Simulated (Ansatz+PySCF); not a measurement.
Results of a calculation; reference values are marked as such.
Several solutions for singlet CF2

```tsv
atom	x (Å)	y (Å)	z (Å)
C	0.0000	0.0000	-0.6384
F	0.0000	1.1057	0.2128
F	0.0000	-1.1057	0.2128
```

Basis set: def2-SVP (spherical functions). Charge 0, multiplicity 1.

UHF was run from several starts with Ansatz (development build ahead of 0.2.0) and PySCF 2.14.0.

```
run  program                                 start  converged  energy (hartree)  <S²>
  A    PySCF  guess huckel, instabilities followed        yes        -236.44349  0.27
  B    PySCF    guess atom, instabilities followed        yes        -236.44349  0.27
  C   Ansatz               atomic start, no search        yes        -236.44130  0.00
  D   Ansatz               stability test followed        yes        -236.44349  0.27
  E   Ansatz           search for the lowest state        yes        -236.44349  0.27
  F    PySCF   guess minao, instabilities followed        yes        -236.44349  0.27
  G    PySCF      guess 1e, instabilities followed        yes        -236.44349  0.27
  H    PySCF                      program defaults        yes        -236.44130  0.00
```

(1) Which runs reached the lowest solution of this kind, and what is wrong with the others?

Results:

(1) A, B, D, E, F, G reached the lowest solution found. Converged but too high: C by 0.06 eV, H by 0.06 eV. Convergence only shows a stationary point, and even a stable one can lie too high; stability tests and further starts are what find lower ones. Caution: the unrestricted determinant is spin contaminated. Caution: the determinant breaks the point group.
